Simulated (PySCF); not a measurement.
**Shapes and spin states of Si(OH)₂**

Computed with PySCF, PBE0, basis Si def2-SVP, O def2-SVP, H def2-SVP (no relativity, density fitting).

Relaxations began from a few typed shapes and spin states; open shells are unrestricted. The search is not exhaustive: other isomers or separated fragments can lie lower, and high-lying points may rest on an excited occupation.

(1) Order these stationary points by electronic energy, lowest first, in kJ/mol from the lowest minimum.
A. singlet C2v: O–H 0.963 Å (×2), Si–O 1.666 Å (×2); H–O–Si 113.7° (×2), O–Si–O 97.6°
B. singlet C2v: O–H 0.965 Å (×2), Si–O 1.671 Å (×2); H–O–Si 123.8° (×2), O–Si–O 104.6°
C. singlet D∞h: O–H 0.967 Å (×2), Si–O 1.687 Å (×2); H–O–Si 180.0° (×2), O–Si–O 180.0°
D. triplet C2: O–H 0.965 Å (×2), Si–O 1.679 Å (×2); H–O–Si 113.2° (×2), O–Si–O 120.1°

(2) Which of them are minima?

Results:

(1) A (0.0), B (4.3), C (217.0), D (250.5).

(2) By energy in kJ/mol, 0.0: minimum; 4.3: minimum; 217.0: saddle point, 2 imaginary modes; 250.5: minimum.
